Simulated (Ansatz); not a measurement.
We consider As₂Ir (P2₁/c, No. 14), described by HSE06 (plane waves, PAW; Ansatz, an electronic-structure program).

Run with plane-wave cutoff 460 eV, 4×4×4 k mesh, Fermi–Dirac smearing 0.01 eV, no spin polarisation, scalar-relativistic PAW data made under PBE.

Cell (relaxed at this level):

```cif
data_As8Ir4
_chemical_formula_sum 'Ir4 As8'
_space_group_name_H-M_alt 'P 1'
_space_group_IT_number 1
_cell_length_a 6.05356
_cell_length_b 6.07370
_cell_length_c 6.15933
_cell_angle_alpha 90.000
_cell_angle_beta 113.077
_cell_angle_gamma 90.000
loop_
_space_group_symop_operation_xyz
  'x, y, z'
loop_
_atom_site_label
_atom_site_type_symbol
_atom_site_fract_x
_atom_site_fract_y
_atom_site_fract_z
_atom_site_occupancy
Ir1 Ir 0.27279 0.49972 0.79271 1
Ir2 Ir 0.72721 0.50028 0.20729 1
Ir3 Ir 0.72721 0.99972 0.70729 1
Ir4 Ir 0.27279 0.00028 0.29271 1
As1 As 0.15488 0.87432 0.87480 1
As2 As 0.84512 0.12568 0.12520 1
As3 As 0.84512 0.37432 0.62520 1
As4 As 0.15488 0.62568 0.37480 1
As5 As 0.33811 0.12905 0.68538 1
As6 As 0.66189 0.87095 0.31462 1
As7 As 0.66189 0.62905 0.81462 1
As8 As 0.33811 0.37095 0.18538 1
```

### Question
Estimate the band gap, smallest direct gap on the k points sampled and direct gap at Γ that the calculation returns.

### Answer

band gap: 1.43 eV (on the SCF k mesh)
smallest direct gap on the k points sampled: 1.64 eV
direct gap at Γ: 2.67 eV

Spin–orbit coupling is not included; with these elements it can move the gap by several tenths of an eV or more.
